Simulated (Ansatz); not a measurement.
Predict the output of the script below (the Ansatz DFT code, driven from Python).

`basis_bh5p.py`
```python
"""Basis-set convergence for BH5P(-)."""

import ansatz as az

GEOMETRY = """
B    -0.73180   -0.12820   -0.04500
P     1.09770    0.06460   -0.65830
H    -1.42440    0.65850   -0.61070
H    -1.11370   -1.23200   -0.27820
H    -0.78440    0.06960    1.12870
H     1.30870    1.31540    0.05020
H     1.64790   -0.74790    0.41320
"""

bh5p = az.Crystal.molecule()
for line in GEOMETRY.strip().splitlines():
    symbol, *xyz = line.split()
    bh5p = bh5p.atom(symbol, [float(v) for v in xyz])

calculation = bh5p.calculation().correlation("mp2").charge(-1)

energies = {}
for basis in ["cc-pVDZ", "cc-pVTZ"]:
    report = calculation.basis(gaussian=basis).run().report
    size = report["n_frozen"] + report["n_occupied"][0] + report["n_virtual"][0]
    energies[basis] = (report["reference_energy_ev"] / 27.211386246, report["free_energy_ev"] / 27.211386246)
    print(f"{basis:14s} {size:4d} orbitals  reference {energies[basis][0]:14.6f} Ha  total {energies[basis][1]:14.6f} Ha")

# two-point extrapolation: the basis-set error of the correlation energy falls as X^-3
small, large = (energies[b][1] - energies[b][0] for b in ("cc-pVDZ", "cc-pVTZ"))
limit = (3 ** 3 * large - 2 ** 3 * small) / (3 ** 3 - 2 ** 3)
print(f"correlation energy: {small:.6f} and {large:.6f} Ha, extrapolated {limit:.6f} Ha")
print(f"share caught by the larger set: {100 * large / limit:.1f} %")
```

```console
$ python basis_bh5p.py
cc-pVDZ          57 orbitals  reference    -368.312141 Ha  total    -368.565017 Ha
cc-pVTZ         134 orbitals  reference    -368.340289 Ha  total    -368.656745 Ha
correlation energy: -0.252877 and -0.316455 Ha, extrapolated -0.343225 Ha
share caught by the larger set: 92.2 %
```

Against cc-pVDZ: cc-pVTZ -91.7 mHa. The last step alone is -91.73 mHa.

Reading the output:
- The drop along the ladder measures the basis error, and is no property of the molecule.
- The geometry is a force-field or estimated start, not a minimum of this method, and the last set is no limit. Much of the fall in a total is atomic energy, which cancels in bond and reaction energies.
- Inner cores stay frozen, so this is valence correlation.
- For Al to Cl the sets with a tight d function, cc-pV(X+d)Z, are usual.
- An extrapolation from small basis sets is rough.
- Anions want diffuse functions, which this basis lacks.
- Run time: 1.8 s on 1 thread of Arm Neoverse V2, with other jobs on the host, peak memory 0.24 GiB.
